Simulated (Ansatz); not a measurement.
Ansatz (a program for electronic structure) input (B3LYP-D3(BJ)/def2-TZVP):

Ansatz 0.2 input:
```yaml
crystal:
  periodic: [false, false, false]
  atoms:
    - {symbol: C, position_ang: [-0.01691305, 1.23782924, 0.38386371]}
    - {symbol: C, position_ang: [-0.00306317, -0.98697586, 0.44693246]}
    - {symbol: C, position_ang: [0.77229264, 0.13732575, -0.15688024]}
    - {symbol: C, position_ang: [-0.78040687, 0.12711239, -0.17290956]}
    - {symbol: H, position_ang: [-0.01980556, 2.24904094, 0.01553611]}
    - {symbol: H, position_ang: [-0.01382056, -1.06808926, 1.52666582]}
    - {symbol: H, position_ang: [0.00840611, -1.94650139, -0.05882910]}
    - {symbol: H, position_ang: [1.48228282, 0.09044676, -0.96250246]}
    - {symbol: H, position_ang: [-1.47309467, 0.07160176, -0.99289212]}
basis:
  gaussian:
    orbitals: def2-TZVP
hamiltonian:
  xc: b3lyp
  dispersion: d3bj
magnetization: {spin_polarized: true, initial_magnetization: 1}
relax: {f_tol: 0.002, max_steps: 150}
```

Output:

```
Functional definition: B3LYP
integrals: 0.05 GiB planned
940 factors; their error is unknown
mean field: 0.75 GiB planned
mean field evaluation 1: about -4218.3932 eV, gradient 4.2e1 eV
mean field evaluation 2: about -4211.0649 eV, gradient 5.7e1 eV
mean field evaluation 4: about -4226.9691 eV, gradient 1.9e0 eV
mean field evaluation 8: about -4226.9883 eV, gradient 8.8e-2 eV
mean field evaluation 16: about -4226.9659 eV, gradient 1.2e-4 eV
mean field -4226.96592204 eV, -155.3381324945 hartree, gradient 2.1e-5 eV, S^2 0.753315; 0 other end points of the search recorded, 0 dependent functions left out
the calculation of the forces begins
reference -4226.96616152 eV, -155.3381412953 hartree; 15, 14 occupied and 139, 140 virtual orbitals, 940 factors
relax step   1: F+E_penalty+E_count = -4227.22022292 eV  Δ(F+E_penalty+E_count) = +0.000e0 eV  max|allowed force component| = 3.369e-1 eV/Å  Δτ_max = 0.0000 Å  (32 SCF iters, accepted)
these checks for a lower state are left out or cut short: starts, cluster_reference, orbital_swaps, neighbouring_geometries, increment
integrals: 0.05 GiB planned
940 factors; their error is unknown
mean field: 0.75 GiB planned
mean field -4226.98113349 eV, -155.3386915052 hartree, gradient 1.6e-5 eV, S^2 0.753347; 0 other end points of the search recorded, 0 dependent functions left out
the calculation of the forces begins
reference -4226.98137337 eV, -155.3387003205 hartree; 15, 14 occupied and 139, 140 virtual orbitals, 940 factors
relax step   2: F+E_penalty+E_count = -4227.23546814 eV  Δ(F+E_penalty+E_count) = -1.525e-2 eV  max|allowed force component| = 1.323e-1 eV/Å  Δτ_max = 0.0269 Å  (34 SCF iters, accepted)
these checks for a lower state are left out or cut short: starts, cluster_reference, orbital_swaps, neighbouring_geometries, increment
integrals: 0.05 GiB planned
940 factors; their error is unknown
mean field: 0.75 GiB planned
mean field evaluation 32: about -4226.9877 eV, gradient 1.8e-5 eV
mean field -4226.98774741 eV, -155.3389345620 hartree, gradient 1.8e-5 eV, S^2 0.753386; 0 other end points of the search recorded, 0 dependent functions left out
the calculation of the forces begins
reference -4226.98798785 eV, -155.3389433981 hartree; 15, 14 occupied and 139, 140 virtual orbitals, 940 factors
relax step   3: F+E_penalty+E_count = -4227.24245296 eV  Δ(F+E_penalty+E_count) = -6.985e-3 eV  max|allowed force component| = 1.588e-1 eV/Å  Δτ_max = 0.0394 Å  (33 SCF iters, accepted)
these checks for a lower state are left out or cut short: starts, cluster_reference, orbital_swaps, neighbouring_geometries, increment
integrals: 0.05 GiB planned
940 factors; their error is unknown
mean field: 0.75 GiB planned
mean field -4226.97405963 eV, -155.3384315456 hartree, gradient 1.3e-5 eV, S^2 0.753533; 0 other end points of the search recorded, 0 dependent functions left out
the calculation of the forces begins
reference -4226.97430111 eV, -155.3384404198 hartree; 15, 14 occupied and 139, 140 virtual orbitals, 940 factors
relax step   4: F+E_penalty+E_count = -4227.22901197 eV  Δ(F+E_penalty+E_count) = +1.344e-2 eV  max|allowed force component| = 5.041e-1 eV/Å  Δτ_max = 0.0287 Å  (36 SCF iters, rejected (line search))
these checks for a lower state are left out or cut short: starts, cluster_reference, orbital_swaps, neighbouring_geometries, increment
integrals: 0.05 GiB planned
940 factors; their error is unknown
mean field: 0.75 GiB planned
mean field -4226.98879013 eV, -155.3389728812 hartree, gradient 1.6e-5 eV, S^2 0.753430; 0 other end points of the search recorded, 0 dependent functions left out
the calculation of the forces begins
reference -4226.98903068 eV, -155.3389817213 hartree; 15, 14 occupied and 139, 140 virtual orbitals, 940 factors
relax step   5: F+E_penalty+E_count = -4227.24354383 eV  Δ(F+E_penalty+E_count) = -1.091e-3 eV  max|allowed force component| = 4.584e-2 eV/Å  Δτ_max = 0.0073 Å  (34 SCF iters, accepted)
these checks for a lower state are left out or cut short: starts, cluster_reference, orbital_swaps, neighbouring_geometries, increment
integrals: 0.05 GiB planned
940 factors; their error is unknown
mean field: 0.75 GiB planned
mean field -4226.98881085 eV, -155.3389736429 hartree, gradient 1.5e-5 eV, S^2 0.753427; 0 other end points of the search recorded, 0 dependent functions left out
the calculation of the forces begins
reference -4226.98905138 eV, -155.3389824820 hartree; 15, 14 occupied and 139, 140 virtual orbitals, 940 factors
relax step   6: F+E_penalty+E_count = -4227.24363249 eV  Δ(F+E_penalty+E_count) = -8.866e-5 eV  max|allowed force component| = 2.483e-2 eV/Å  Δτ_max = 0.0032 Å  (35 SCF iters, accepted)
these checks for a lower state are left out or cut short: starts, cluster_reference, orbital_swaps, neighbouring_geometries, increment
integrals: 0.05 GiB planned
940 factors; their error is unknown
mean field: 0.75 GiB planned
mean field -4226.98883067 eV, -155.3389743710 hartree, gradient 1.5e-5 eV, S^2 0.753428; 0 other end points of the search recorded, 0 dependent functions left out
the calculation of the forces begins
reference -4226.98907120 eV, -155.3389832104 hartree; 15, 14 occupied and 139, 140 virtual orbitals, 940 factors
relax step   7: F+E_penalty+E_count = -4227.24364300 eV  Δ(F+E_penalty+E_count) = -1.051e-5 eV  max|allowed force component| = 3.208e-3 eV/Å  Δτ_max = 0.0005 Å  (35 SCF iters, accepted)
these checks for a lower state are left out or cut short: starts, cluster_reference, orbital_swaps, neighbouring_geometries, increment
integrals: 0.05 GiB planned
940 factors; their error is unknown
mean field: 0.75 GiB planned
mean field evaluation 64: about -4226.9883 eV, gradient 4.2e-1 eV
mean field -4226.98883152 eV, -155.3389744026 hartree, gradient 1.5e-5 eV, S^2 0.753428; 0 other end points of the search recorded, 0 dependent functions left out
the calculation of the forces begins
reference -4226.98907206 eV, -155.3389832420 hartree; 15, 14 occupied and 139, 140 virtual orbitals, 940 factors
relax step   8: F+E_penalty+E_count = -4227.24364336 eV  Δ(F+E_penalty+E_count) = -3.625e-7 eV  max|allowed force component| = 3.781e-4 eV/Å  Δτ_max = 0.0002 Å  (36 SCF iters, accepted)
integrals: 0.05 GiB planned
940 factors; their error is unknown
mean field: 0.75 GiB planned
mean field -4226.98883152 eV, -155.3389744026 hartree, gradient 1.5e-5 eV, S^2 0.753428; 1 other end points of the search recorded, 0 dependent functions left out
the calculation of the forces begins
reference -4226.98907206 eV, -155.3389832420 hartree; 15, 14 occupied and 139, 140 virtual orbitals, 940 factors
Total energy: -4227.24388389 eV, -155.3483474042 hartree
Atom 0 at    -0.017027     1.252952     0.384233 Å, force     0.000007    -0.000001    -0.000378 eV/Å
Atom 1 at    -0.003215    -0.997625     0.461755 Å, force    -0.000000     0.000075     0.000083 eV/Å
Atom 2 at     0.774626     0.141444    -0.118004 Å, force     0.000128    -0.000102     0.000123 eV/Å
Atom 3 at    -0.783665     0.131327    -0.134063 Å, force    -0.000129    -0.000116     0.000121 eV/Å
Atom 4 at    -0.019231     2.252016    -0.031333 Å, force    -0.000004    -0.000058     0.000319 eV/Å
Atom 5 at    -0.013635    -1.108266     1.542652 Å, force    -0.000001     0.000109     0.000012 eV/Å
Atom 6 at     0.008522    -1.933480    -0.087513 Å, force    -0.000003     0.000144    -0.000055 eV/Å
Atom 7 at     1.424015     0.095926    -0.979745 Å, force     0.000019    -0.000026    -0.000112 eV/Å
Atom 8 at    -1.414512     0.077497    -1.008996 Å, force    -0.000017    -0.000024    -0.000114 eV/Å
Dipole moment:     0.004380    -0.155198    -0.327238 e Å
```

It need not be the lowest isomer of its formula.
